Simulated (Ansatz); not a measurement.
Results of PBE (PAW; Ansatz, an electronic-structure program) for litharge SnO.

Run with plane-wave cutoff 500 eV, 10×10×8 k mesh (along the axes of the cell as run), Fermi–Dirac smearing 0.05 eV, scalar-relativistic PAW data made under PBE.

Cell (relaxed at this level):

Space group P4/nmm, origin choice 1 (No. 129); a = b = 3.8671 Å, c = 5.0721 Å, α = β = γ = 90.00°

```tsv
atom	site	symmetry	x	y	z
Sn	2c	4mm	0.0000	0.5000	0.2285
O	2a	-4m2	0.0000	0.0000	0.0000
```

**Question.** What does this level give for the band gap?

**Answer.** 
band gap: 0.50 eV (on the SCF k mesh)

Measured, for comparison: band gap 0.7 eV (temperature not stated, not corrected to a static lattice; as tabulated in Waroquiers et al. (2013), arXiv:1302.6756).

Note: the cell comes from a level without a dispersion term, which matters for the spacing of layers, chains or molecules; the cell has widely spaced layers and the level no dispersion term, so their spacing and the moduli can rest on weak binding.

Spin–orbit coupling is not included.

The computed numbers hold no vibrational or temperature effects.
